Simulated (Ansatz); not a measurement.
# CHOSi: the cost of one run

All numbers below are computed with Ansatz 0.2.0 (RKS PBE0-D4/def2-SVP).

### Step 1. The system as given

Bond lengths: C1–Si2 1.755 Å, Si2–O3 1.528 Å, O3–H4 0.966 Å. Angles: C1–Si2–O3 179.6°, Si2–O3–H4 175.0°.

Coordinates:

```xyz
4

C    -1.4254    1.2515    1.3379
Si   -0.3478    0.2975    0.3329
O     0.5878   -0.5420   -0.5351
H     1.1854   -1.0070   -1.1357
```

### Step 2. Relaxing end A

The input, input.yaml:

```yaml
crystal:
  periodic: [false, false, false]
  atoms:
    - { symbol: C, position_ang: [-1.42541, 1.25153, 1.33788] }
    - { symbol: Si, position_ang: [-0.34777, 0.29747, 0.33289] }
    - { symbol: O, position_ang: [0.58782, -0.54196, -0.5351] }
    - { symbol: H, position_ang: [1.18536, -1.00704, -1.13567] }
total_charge: 1
basis:
  gaussian: { orbitals: def2-SVP }
hamiltonian:
  xc: pbe0
  dispersion: d4
relax:
  f_tol: 0.02
  max_steps: 50
output:
  orbitals: {}
```

Run with:

```console
$ ansatz run input.yaml --threads 1 --pin off --max-ram 2048MiB --backend cpu --events-out ev --progress --plain --runs-dir out
```

What time and memory should one allow on 1 thread of Arm Neoverse N1, shared host?

About 50 s, with a peak of 0.13 GiB.
